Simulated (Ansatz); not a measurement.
Frontier orbitals of C4H9F, SMILES `CC(C)(C)F`.

Total charge 0; spin multiplicity 1. All single points use the PBE0-D4/def2-TZVP geometry. Basis def2-TZVPP, Ansatz 0.2.0.

Orbital energies of one run (eV). Highest occupied ones, from the top: -7.64, -7.64, -8.92, -8.92, -8.94, -9.68, -10.01, -10.01, -11.54, -11.54, -12.00, -14.04, -17.19, -17.19. Empty: 0.11, 1.02, 1.73, 1.74, 1.98, 1.98.

**Question.** Which functional gave them?
A. LC-ωPBE
B. PBE0
C. ωB97M-V
D. LDA (SPW92)

**Answer.** D. HOMO energies: LDA (SPW92) -7.64, ωB97M-V -11.50, PBE0 -9.12, LC-ωPBE -11.90 eV.

LC-ωPBE has ω = 0.4 bohr⁻¹.
